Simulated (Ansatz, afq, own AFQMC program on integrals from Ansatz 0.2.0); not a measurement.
# BH4+ (singlet): AFQMC on the coupled-cluster ladder at distance B1–H3 = 1.320 Å, cc-pVDZ

One table from this session's results is given with a row withheld; the runs are named, their logs left out.

Program: Ansatz 0.2.0, Gaussian basis, and an in-house AFQMC program (afq) on its integrals; all values are calculated. Level of theory: cc-pVDZ, frozen cores. These are calculated values, not measurements.

Plan: Full CI; PBE (unrestricted); r2SCAN (unrestricted); PBE0 (unrestricted); CCSD(T) on RHF; B3LYP (unrestricted); wB97M-V (unrestricted); B2PLYP (unrestricted); Full CI; CCSDT(Q) on RHF; CCSDTQ on RHF; Phaseless AFQMC, CISD trial on RHF; Phaseless AFQMC, single-determinant trial on RHF; Free-projection AFQMC, CISD trial on RHF; UHF.

7 further runs of the same task are left out: 7 that didn't finish.

## The geometry

The geometry derives from a PBE0/def2-TZVP stationary point (not a proven minimum). One bond is set to the value named and the two fragments are kept rigid.

5 atoms, charge 1, spin multiplicity 1.

Atoms are counted from 1 here; the program's logs count them from 0.

Bond lengths: B1–H2 1.210 Å, B1–H3 1.320 Å, B1–H4 1.210 Å, B1–H5 1.210 Å. Angles: H2–B1–H3 90.0°, H2–B1–H4 90.0°, H2–B1–H5 180.0°, H3–B1–H4 180.0°, H3–B1–H5 90.0°, H4–B1–H5 90.0°.

The first run:

in.yaml

```yaml
crystal:
  periodic: [false, false, false]
  atoms:
    - {symbol: B, position_ang: [0.000131, 0.005238, -0.005307]}
    - {symbol: H, position_ang: [-0.015452, 0.866665, 0.844525]}
    - {symbol: H, position_ang: [-0.023127, -0.921866, 0.934020]}
    - {symbol: H, position_ang: [0.021454, 0.855204, -0.866479]}
    - {symbol: H, position_ang: [0.015714, -0.856189, -0.855139]}
basis:
  gaussian: {orbitals: cc-pVDZ}
total_charge: 1
correlation: {method: fci, electrons: outside_noble_gas}
```

Launch:

```console
> ansatz run in.yaml --threads 1 --pin off --events-out ev --progress --plain --max-ram 16896MiB --backend cuda --devices 0, --max-vram 18GiB
```

Among the steps run: Full CI; PBE (unrestricted); r2SCAN (unrestricted); PBE0 (unrestricted); CCSD(T) on RHF; B3LYP (unrestricted); wB97M-V (unrestricted); B2PLYP (unrestricted); CCSDT(Q) on RHF; CCSDTQ on RHF; Phaseless AFQMC, CISD trial on RHF; Phaseless AFQMC, single-determinant trial on RHF; Free-projection AFQMC, CISD trial on RHF; UHF.

One of the session's tables, all rows but one given; the rest of the session is left out.

On the RHF determinant, counted from full CI (exact for this spin and basis):

| level | from full CI (kJ/mol) |
| --- | --- |
| HF | +361.8 |
| MP2 | +79.2 |
| CCSD | +9.5 |
| CCSD(T) | +2.1 |
| CCSDT(Q) | +0.1 |
| CCSDTQ | 0.0 |
| full CI | 0.0 |
| Phaseless AFQMC, CISD trial, step 0.005, 4000 walkers | ? |
| Phaseless AFQMC, single-determinant trial, step 0.005, 4000 walkers | -2.7 |
| Free-projection AFQMC, CISD trial, step 0.03, 4000 walkers | +0.1 |

Estimate the missing values for Phaseless AFQMC, CISD trial, step 0.005, 4000 walkers.

The run gave: from full CI (kJ/mol): +0.2. In the column «from full CI (kJ/mol)» it lies between Free-projection AFQMC, CISD trial, step 0.03, 4000 walkers (+0.1) and CCSD(T) (+2.1).

Limits of these values: On RHF the phaseless walk with the CISD trial lies +0.2 kJ/mol from full CI, within three error bars.
